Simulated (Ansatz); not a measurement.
**Scan of [AlH2···H···SiH], doublet**

Starting geometry:

```xyz
6

Al   -1.7258    0.0252    0.0000
H    -2.5187    1.3986    0.0000
H    -2.5187   -1.3482    0.0000
H    -0.1400    0.0252    0.0000
Si    1.7662    0.0252    0.0000
H     2.1626   -1.4543    0.0000
```

From there H4 is moved from one fragment to the other while all else, the fragments' distance too, stays fixed; atoms are numbered as listed. Energies are in kcal/mol, counted from the starting geometry at the same level.

Basis cc-pVDZ; Ansatz 0.2.0. Correlated methods freeze the noble-gas cores. Prefix R: restricted or restricted open-shell reference; prefix U: unrestricted. Active spaces: frontier = (9e, 9o) about the gap.

Unrestricted rows (U) aren't spin-pure: their determinants' ⟨S²⟩ exceeds S(S+1) by up to 0.27, so they mix in states of higher spin. For open shells CISD is restricted-active-space CI with the open shells as a complete middle space. Runs in a small pair space aren't shown, since their orbitals change along the scan.

Full CI isn't at hand for all of this; UCCSDT(Q) serves as the reference, and is uncertain by about the last step of the cluster series. The frozen core follows each run's orbitals, which can shift R against U totals by a few meV.

```json
{"distance Al1-H4 (Å)": "1.475", "UCCSDT(Q)": "3.6", "curve A": "3.1", "curve B": "3.5", "curve C": "3.1", "curve D": "2.6"}
{"distance Al1-H4 (Å)": "1.586", "UCCSDT(Q)": "0.0", "curve A": "0.0", "curve B": "0.0", "curve C": "0.0", "curve D": "0.0"}
{"distance Al1-H4 (Å)": "1.652", "UCCSDT(Q)": "-0.3", "curve A": "-1.2", "curve B": "-0.2", "curve C": "0.0", "curve D": "0.5"}
{"distance Al1-H4 (Å)": "1.719", "UCCSDT(Q)": "0.5", "curve A": "-0.5", "curve B": "0.7", "curve C": "1.2", "curve D": "2.2"}
{"distance Al1-H4 (Å)": "1.786", "UCCSDT(Q)": "2.3", "curve A": "1.1", "curve B": "2.6", "curve C": "3.4", "curve D": "5.0"}
{"distance Al1-H4 (Å)": "1.852", "UCCSDT(Q)": "4.8", "curve A": "3.7", "curve B": "5.4", "curve C": "6.4", "curve D": "8.7"}
{"distance Al1-H4 (Å)": "1.919", "UCCSDT(Q)": "8.3", "curve A": "7.3", "curve B": "9.3", "curve C": "10.5", "curve D": "13.5"}
{"distance Al1-H4 (Å)": "1.985", "UCCSDT(Q)": "12.8", "curve A": "12.0", "curve B": "14.2", "curve C": "15.7", "curve D": "19.4"}
{"distance Al1-H4 (Å)": "2.052", "UCCSDT(Q)": "18.7", "curve A": "18.2", "curve B": "20.7", "curve C": "22.4", "curve D": "26.6"}
```

(1) The curves come from CISD, NEVPT2 (frontier space), RMP2, UHF. Compare each with UCCSDT(Q) and say which is which.

## Answers

(1) A: NEVPT2 (frontier space), B: RMP2, C: CISD, D: UHF. Spread of the error against UCCSDT(Q), over the points where both stand: A 1.1, B 2.0, C 4.1, D 8.9 kcal/mol.
